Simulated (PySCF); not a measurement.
Compound: protonated hydrogen cyanide Ion, CH2N (charge +1).
Atom-mapped SMILES: `[CH:1]#[NH+:2]` (hydrogens: H3 on C1; H4 on N2)

The same species was optimised twice, with GFN2-xTB and with PBE0-D3(BJ)/def2-SVP (PySCF), and the same property calculations (PySCF, gas phase) were run on both structures.

| coordinate | GFN2-xTB | PBE0-D3(BJ)/def2-SVP | change |
| --- | --- | --- | --- |
| C1–H3 (Å) | 1.075 | 1.096 | +0.021 |
| N2–H4 (Å) | 1.016 | 1.024 | +0.008 |
| C1≡N2 (Å) | 1.133 | 1.138 | +0.005 |
| C1–N2–H4 (°) | 180.0 | 179.9 | -0.1 |
| N2–C1–H3 (°) | 179.9 | 180.0 | +0.1 |

Rotational constants: B = 37323 MHz (linear) (GFN2-xTB) against B = 36827 MHz (linear) (PBE0-D3(BJ)/def2-SVP). Point groups within 0.08 Å: C∞v and C∞v.

On the GFN2-xTB structure: HOMO (eV) -19.72 [PBE0/pcSseg-1]; LUMO (eV) -8.14 [PBE0/pcSseg-1]; GIAO shielding of C1 (ppm) 81.6 [PBE0/pcSseg-1]; GIAO shielding of N2 (ppm) 105.2 [PBE0/pcSseg-1].

Question: What do these properties become on the PBE0-D3(BJ)/def2-SVP structure?

Answer: 
```
                                    property          level  on GFN2-xTB  on PBE0-D3(BJ)/def2-SVP  change
                                   HOMO (eV)  PBE0/pcSseg-1       -19.72                   -19.64   +0.08
                                   LUMO (eV)  PBE0/pcSseg-1        -8.14                    -8.14    0.00
energy, GFN2-xTB geometry as zero (kcal/mol)  PBE0/pcSseg-1          0.0                      0.0     0.0
                  GIAO shielding of C1 (ppm)  PBE0/pcSseg-1         81.6                     80.6    -1.0
                  GIAO shielding of N2 (ppm)  PBE0/pcSseg-1        105.2                    103.8    -1.4
```

The heavy atoms differ by 0.002 Å rms after alignment. Among all bonds C1–H3 changes most (+0.021 Å). Changes are differences of the printed values. Neither structure is proved a minimum here. Isolated species at its PBE0-D3(BJ)/def2-SVP geometry, gas phase.
